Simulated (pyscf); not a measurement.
A first-order saddle from PySCF, ωB97X-D3(BJ)/def2-SVP:

```
Si
F 1 1.6364
F 1 1.7697 2 94.51
H 1 1.4984 2 113.76 3 87.91
H 1 1.5330 4 95.76 3 161.30
H 1 1.5714 4 138.53 3 71.60
N 3 2.0828 1 99.00 4 169.53
F 7 1.2930 3 92.18 1 82.34
F 7 1.3025 8 105.31 3 -87.27
```
Charge 0, spin multiplicity 1.

Surface: singlet, charge 0. Lowest wavenumbers (cm⁻¹): 691i, 52, 102, 165, 228.

Task: Name the species on either side of this saddle.

Result: `[F][N]([F])[F]` + `[F][SiH3]` ⇌ `[F][SiH2][F]` + `[F][NH][F]`, a four-centre exchange read from left to right: F–N, H–Si broken and F–Si, H–N formed. At ωB97M-D3(BJ)/def2-TZVP it lies +58.5 kcal/mol from the left side (each side as separated species at their lowest minima found). One saddle was located; it need not be the lowest between these sides. A restricted solution here is unstable towards spin polarisation, so biradical character is likely and single-reference numbers are less safe.
